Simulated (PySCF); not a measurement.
Glyoxal, C2H2O2.
SMILES with atom numbers: `[O:1]=[CH:2][CH:3]=[O:4]` (hydrogens: H5 on C2; H6 on C3)

Level of theory: PySCF 2.14.0, PBE0/6-31+G* geometry optimisation, gas phase.

Problem. List the bond lengths, angles and torsions at this level.

Solution. 
```csv
bond,length (pm)
"O1=C2, C3=O4",120.7
C2–C3,152.0
"C2–H5, C3–H6",110.8
```

Bonds in one row agree within 1 pm and their mean is given. A selection of angles:
```csv
angle,degrees
O1–C2–C3,121.3
O1–C2–H5,123.3
C3–C2–H5,115.4
```

Dihedral angles: O1–C2–C3–O4 180° (antiperiplanar).

The 4 heavy atoms lie in one plane (0.000 Å rms).

Point group: C2h (tolerance 0.08 Å). No frequency check. The numbers are those of one conformer.

Hardware: one thread, Arm Neoverse V1 (aarch64), no GPU (shared host). Cost: 5.9 s, 0.38 GiB resident at most. That covers the optimisation of the geometry.
